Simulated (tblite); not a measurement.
Record of a relaxation.

Species: C4H10P2.
SMILES with atom numbers: `[CH3:1]/[CH:2]=[P:3]\[P:4]([CH3:5])[CH3:6]` (hydrogens: H7, H8, H9 on C1; H10 on C2; H11, H12, H13 on C5; H14, H15, H16 on C6)

Computed with GFN2-xTB (tblite), gas phase: L-BFGS steps from a force-field or distance-geometry start until the largest atomic force falls under 0.01 eV/Å. 10 of its 39 geometries are shown.

Step 0: E = -507.8361 eV, largest atomic force 1.035 eV/Å
```
atom  x, y, z in Å  |  force x, y, z in eV/Å
C1      2.569   -0.330    0.557   -0.591   0.564  -0.447
C2      2.038    0.465   -0.618   -0.202   0.123   0.012
P3      0.511    1.029   -1.095    0.944  -0.218   0.095
P4     -0.810    0.331    0.480    0.460  -0.153   0.664
C5     -2.304    1.256   -0.026   -0.864   0.236  -0.518
C6     -1.207   -1.308   -0.262   -0.177  -0.759  -0.016
H7      1.787   -0.600    1.268    0.006   0.085  -0.136
H8      3.045   -1.230    0.183    0.073  -0.143  -0.022
H9      3.326    0.267    1.070   -0.043  -0.052  -0.036
H10     2.819    0.749   -1.331   -0.151  -0.126   0.213
H11    -2.555    1.112   -1.091    0.169   0.016   0.319
H12    -2.180    2.326    0.151    0.132  -0.108   0.032
H13    -3.169    0.927    0.565    0.263  -0.012  -0.050
H14    -0.328   -1.972   -0.231   -0.254   0.328   0.025
H15    -1.546   -1.225   -1.295    0.028   0.045  -0.005
H16    -2.003   -1.788    0.326    0.207   0.173  -0.129
```

Step 4: E = -507.8972 eV, largest atomic force 0.183 eV/Å
```
atom  x, y, z in Å  |  force x, y, z in eV/Å
C1      2.551   -0.314    0.540   -0.002  -0.022   0.054
C2      2.045    0.470   -0.617    0.000   0.040  -0.052
P3      0.539    1.021   -1.089   -0.123   0.011   0.060
P4     -0.800    0.321    0.507   -0.037  -0.010  -0.055
C5     -2.319    1.260   -0.035    0.094  -0.065   0.026
C6     -1.215   -1.326   -0.264   -0.003   0.041   0.046
H7      1.778   -0.589    1.253   -0.163   0.068  -0.049
H8      3.039   -1.223    0.185   -0.036  -0.037  -0.037
H9      3.316    0.263    1.062    0.003   0.051   0.021
H10     2.821    0.741   -1.322    0.161   0.001  -0.058
H11    -2.547    1.110   -1.090    0.069  -0.020   0.040
H12    -2.170    2.323    0.152    0.041  -0.031   0.004
H13    -3.162    0.922    0.567    0.031  -0.014  -0.013
H14    -0.333   -1.963   -0.229   -0.006  -0.008   0.009
H15    -1.544   -1.221   -1.296    0.003   0.026   0.010
H16    -2.004   -1.787    0.326   -0.033  -0.033  -0.008
```

Step 8: E = -507.9106 eV, largest atomic force 0.124 eV/Å
```
atom  x, y, z in Å  |  force x, y, z in eV/Å
C1      2.535   -0.307    0.535   -0.016   0.037  -0.030
C2      2.059    0.485   -0.630   -0.034  -0.028  -0.041
P3      0.536    1.020   -1.074    0.044   0.060  -0.099
P4     -0.800    0.307    0.522    0.100   0.009   0.015
C5     -2.303    1.249   -0.030    0.009   0.009   0.013
C6     -1.223   -1.327   -0.257    0.028  -0.030   0.000
H7      1.730   -0.557    1.223    0.002   0.024  -0.019
H8      3.017   -1.220    0.181   -0.065  -0.041   0.046
H9      3.300    0.268    1.059   -0.024  -0.016   0.094
H10     2.857    0.734   -1.325   -0.099   0.060  -0.016
H11    -2.521    1.100   -1.087    0.049  -0.028   0.031
H12    -2.150    2.312    0.155    0.017  -0.016   0.023
H13    -3.150    0.912    0.567    0.014   0.013  -0.025
H14    -0.337   -1.960   -0.224   -0.027  -0.061   0.008
H15    -1.542   -1.211   -1.292   -0.014   0.003   0.043
H16    -2.015   -1.796    0.326    0.015   0.004  -0.046
```

Step 13: E = -507.9230 eV, largest atomic force 0.099 eV/Å
```
atom  x, y, z in Å  |  force x, y, z in eV/Å
C1      2.514   -0.293    0.527   -0.057  -0.022   0.016
C2      2.061    0.492   -0.652    0.009   0.061   0.035
P3      0.540    1.037   -1.092   -0.040  -0.060   0.019
P4     -0.768    0.299    0.529   -0.017  -0.003  -0.070
C5     -2.275    1.238   -0.017    0.008   0.006  -0.005
C6     -1.217   -1.333   -0.248    0.016  -0.014  -0.019
H7      1.684   -0.520    1.191   -0.044  -0.011   0.057
H8      2.972   -1.228    0.197    0.003   0.011   0.017
H9      3.271    0.264    1.084   -0.034  -0.019  -0.063
H10     2.858    0.753   -1.340   -0.002   0.025  -0.035
H11    -2.477    1.081   -1.076    0.024   0.020  -0.001
H12    -2.124    2.300    0.168    0.014   0.006   0.010
H13    -3.136    0.905    0.562    0.043  -0.020   0.034
H14    -0.347   -1.985   -0.219    0.005  -0.039  -0.027
H15    -1.542   -1.200   -1.279    0.049  -0.009  -0.035
H16    -2.022   -1.802    0.315    0.023   0.068   0.068
```

Step 17: E = -507.9279 eV, largest atomic force 0.071 eV/Å
```
atom  x, y, z in Å  |  force x, y, z in eV/Å
C1      2.494   -0.290    0.526    0.009   0.021   0.006
C2      2.061    0.505   -0.654   -0.045  -0.036  -0.019
P3      0.537    1.033   -1.100   -0.011   0.012  -0.050
P4     -0.755    0.294    0.521    0.021  -0.017   0.042
C5     -2.263    1.236   -0.013    0.009  -0.004  -0.007
C6     -1.210   -1.338   -0.250    0.007   0.000  -0.011
H7      1.659   -0.508    1.190   -0.012   0.002  -0.010
H8      2.952   -1.228    0.207   -0.037  -0.014  -0.033
H9      3.254    0.259    1.082    0.028   0.039   0.022
H10     2.853    0.766   -1.350    0.002  -0.012   0.070
H11    -2.457    1.080   -1.073   -0.033   0.038  -0.002
H12    -2.110    2.297    0.176    0.009  -0.016   0.005
H13    -3.120    0.898    0.568    0.034  -0.007   0.002
H14    -0.350   -2.005   -0.222   -0.008   0.008  -0.002
H15    -1.532   -1.200   -1.281    0.009  -0.046  -0.011
H16    -2.019   -1.788    0.325    0.019   0.034  -0.001
```

Step 21: E = -507.9303 eV, largest atomic force 0.074 eV/Å
```
atom  x, y, z in Å  |  force x, y, z in eV/Å
C1      2.485   -0.286    0.527   -0.011  -0.003  -0.003
C2      2.052    0.504   -0.657    0.017   0.001   0.013
P3      0.531    1.031   -1.112    0.011  -0.012   0.011
P4     -0.746    0.290    0.519    0.005   0.024  -0.070
C5     -2.253    1.233   -0.012    0.003   0.001   0.010
C6     -1.204   -1.340   -0.253    0.003   0.003   0.005
H7      1.647   -0.502    1.189    0.020   0.016   0.003
H8      2.934   -1.229    0.206   -0.020   0.028   0.001
H9      3.248    0.262    1.083   -0.030  -0.015  -0.025
H10     2.852    0.770   -1.341    0.021  -0.009   0.011
H11    -2.455    1.087   -1.073   -0.016   0.007   0.007
H12    -2.102    2.293    0.181    0.016   0.004   0.020
H13    -3.107    0.892    0.572   -0.010  -0.009   0.007
H14    -0.351   -2.014   -0.224    0.020   0.000   0.024
H15    -1.525   -1.210   -1.286   -0.012  -0.012   0.002
H16    -2.014   -1.774    0.330   -0.018  -0.022  -0.016
```

Step 25: E = -507.9315 eV, largest atomic force 0.071 eV/Å
```
atom  x, y, z in Å  |  force x, y, z in eV/Å
C1      2.477   -0.284    0.527   -0.001  -0.002   0.007
C2      2.052    0.505   -0.657    0.004   0.022  -0.016
P3      0.533    1.029   -1.121    0.018   0.024  -0.064
P4     -0.740    0.291    0.507   -0.009  -0.024   0.037
C5     -2.250    1.233   -0.010   -0.017   0.010  -0.005
C6     -1.202   -1.342   -0.254   -0.010  -0.018  -0.008
H7      1.640   -0.494    1.189   -0.027   0.000   0.025
H8      2.921   -1.226    0.204    0.011  -0.035   0.003
H9      3.241    0.263    1.080    0.029   0.006   0.017
H10     2.858    0.769   -1.333    0.014   0.007  -0.016
H11    -2.457    1.093   -1.070   -0.016   0.013  -0.004
H12    -2.093    2.292    0.189   -0.009   0.003   0.014
H13    -3.100    0.887    0.576    0.005   0.008   0.008
H14    -0.348   -2.017   -0.219   -0.007   0.009   0.012
H15    -1.524   -1.218   -1.287    0.008  -0.012  -0.007
H16    -2.015   -1.772    0.329    0.007  -0.012  -0.004
```

Step 30: E = -507.9325 eV, largest atomic force 0.052 eV/Å
```
atom  x, y, z in Å  |  force x, y, z in eV/Å
C1      2.472   -0.282    0.528    0.006   0.008  -0.008
C2      2.054    0.509   -0.659    0.010  -0.010   0.000
P3      0.537    1.029   -1.137   -0.008  -0.030   0.042
P4     -0.737    0.290    0.498    0.001   0.017  -0.039
C5     -2.250    1.235   -0.009   -0.007   0.005   0.002
C6     -1.202   -1.346   -0.257    0.002  -0.003   0.000
H7      1.635   -0.487    1.194    0.005   0.019  -0.021
H8      2.911   -1.228    0.206   -0.009   0.002   0.013
H9      3.241    0.261    1.080    0.004  -0.011   0.004
H10     2.865    0.771   -1.330    0.000   0.004  -0.003
H11    -2.466    1.103   -1.069   -0.002   0.009   0.017
H12    -2.090    2.291    0.200   -0.011  -0.002  -0.001
H13    -3.096    0.886    0.582    0.001   0.004   0.000
H14    -0.347   -2.018   -0.212   -0.002  -0.005  -0.004
H15    -1.520   -1.230   -1.292    0.009  -0.007   0.002
H16    -2.015   -1.774    0.327    0.001  -0.001  -0.006
```

Step 34: E = -507.9330 eV, largest atomic force 0.027 eV/Å
```
atom  x, y, z in Å  |  force x, y, z in eV/Å
C1      2.471   -0.279    0.528    0.006  -0.009   0.005
C2      2.057    0.510   -0.662    0.001  -0.002   0.003
P3      0.539    1.024   -1.143    0.005  -0.002  -0.012
P4     -0.736    0.290    0.490   -0.009  -0.009   0.024
C5     -2.250    1.237   -0.007   -0.003   0.006   0.002
C6     -1.202   -1.349   -0.258    0.009  -0.002  -0.003
H7      1.630   -0.478    1.191   -0.006   0.018   0.004
H8      2.902   -1.231    0.211    0.004  -0.011  -0.005
H9      3.243    0.258    1.081    0.005   0.004  -0.002
H10     2.870    0.773   -1.331   -0.006   0.002  -0.002
H11    -2.472    1.112   -1.066   -0.006  -0.002  -0.004
H12    -2.091    2.292    0.206    0.004   0.012   0.001
H13    -3.093    0.886    0.587   -0.004  -0.009   0.000
H14    -0.347   -2.021   -0.208    0.010  -0.008  -0.001
H15    -1.514   -1.239   -1.296   -0.007  -0.001   0.001
H16    -2.015   -1.777    0.326   -0.004   0.012  -0.011
```

Step 38: E = -507.9331 eV, largest atomic force 0.010 eV/Å
```
atom  x, y, z in Å  |  force x, y, z in eV/Å
C1      2.471   -0.280    0.529   -0.002   0.003  -0.001
C2      2.059    0.510   -0.662   -0.001  -0.001  -0.002
P3      0.540    1.022   -1.144   -0.003  -0.002   0.004
P4     -0.737    0.289    0.490    0.003   0.001  -0.002
C5     -2.251    1.238   -0.007    0.001  -0.004   0.000
C6     -1.200   -1.350   -0.259   -0.002   0.001  -0.001
H7      1.629   -0.473    1.190    0.005   0.004   0.008
H8      2.901   -1.232    0.213   -0.004   0.001   0.004
H9      3.244    0.257    1.081    0.004  -0.002  -0.006
H10     2.870    0.774   -1.331    0.000  -0.002  -0.001
H11    -2.474    1.114   -1.065    0.001  -0.001   0.003
H12    -2.092    2.293    0.207    0.000  -0.006   0.001
H13    -3.093    0.885    0.587   -0.001   0.002  -0.002
H14    -0.345   -2.022   -0.208   -0.002   0.002   0.000
H15    -1.514   -1.242   -1.297    0.003   0.004  -0.002
H16    -2.015   -1.776    0.324   -0.002   0.000  -0.003
```

Q: Summarise the path.

A: The energy falls by 9.35 kJ/mol from step 0 to step 38; nine tenths of that is first reached at step 14. It falls at every step. The largest force goes from 1.035 to 0.010 eV/Å. Among the bonds C1–C2 changes most (a near tie, within 0.001 Å, with another), from 1.515 to 1.487 Å; the atoms move by 0.095 Å rms after alignment.

Q: Follow the three bonds and two angles with the largest change from start to end.

A: 
| step | E above end (kJ/mol) | largest force (eV/Å) | C1–C2 (Å) | P3–P4 (Å) | P4–C5 (Å) | C1–C2–P3 (°) | P3–C2–H10 (°) |
| --- | --- | --- | --- | --- | --- | --- | --- |
| 0 | 9.35 | 1.035 | 1.515 | 2.171 | 1.828 | 135.1 | 111.9 |
| 2 | 4.13 | 0.191 | 1.494 | 2.189 | 1.862 | 135.0 | 111.8 |
| 3 | 3.85 | 0.185 | 1.491 | 2.193 | 1.865 | 134.8 | 111.9 |
| 5 | 3.16 | 0.181 | 1.485 | 2.200 | 1.865 | 134.0 | 112.7 |
| 7 | 2.40 | 0.142 | 1.485 | 2.201 | 1.859 | 132.5 | 114.5 |
| 8 | 2.17 | 0.124 | 1.487 | 2.200 | 1.858 | 132.0 | 115.1 |
| 10 | 1.71 | 0.154 | 1.489 | 2.202 | 1.858 | 131.7 | 115.4 |
| 12 | 1.15 | 0.149 | 1.488 | 2.209 | 1.858 | 131.3 | 115.2 |
| 13 | 0.98 | 0.099 | 1.487 | 2.209 | 1.858 | 131.1 | 115.0 |
| 15 | 0.72 | 0.102 | 1.485 | 2.205 | 1.856 | 130.5 | 114.8 |
| 17 | 0.50 | 0.071 | 1.487 | 2.201 | 1.856 | 130.2 | 114.7 |
| 18 | 0.44 | 0.073 | 1.488 | 2.200 | 1.856 | 130.2 | 114.7 |
| 20 | 0.32 | 0.068 | 1.488 | 2.201 | 1.856 | 130.4 | 114.8 |
| 21 | 0.27 | 0.074 | 1.488 | 2.200 | 1.856 | 130.4 | 114.9 |
| 23 | 0.22 | 0.040 | 1.486 | 2.197 | 1.854 | 130.4 | 115.1 |
| 25 | 0.16 | 0.071 | 1.485 | 2.194 | 1.853 | 130.3 | 115.2 |
| 26 | 0.12 | 0.058 | 1.486 | 2.194 | 1.853 | 130.4 | 115.3 |
| 28 | 0.09 | 0.028 | 1.487 | 2.198 | 1.854 | 130.4 | 115.3 |
| 30 | 0.06 | 0.052 | 1.487 | 2.201 | 1.854 | 130.4 | 115.2 |
| 31 | 0.04 | 0.049 | 1.487 | 2.201 | 1.854 | 130.4 | 115.3 |
| 33 | 0.02 | 0.024 | 1.487 | 2.199 | 1.854 | 130.2 | 115.3 |
| 35 | 0.01 | 0.029 | 1.487 | 2.197 | 1.854 | 130.2 | 115.3 |
| 36 | 0.00 | 0.018 | 1.487 | 2.198 | 1.854 | 130.2 | 115.3 |
| 38 | 0.00 | 0.010 | 1.487 | 2.199 | 1.854 | 130.2 | 115.2 |
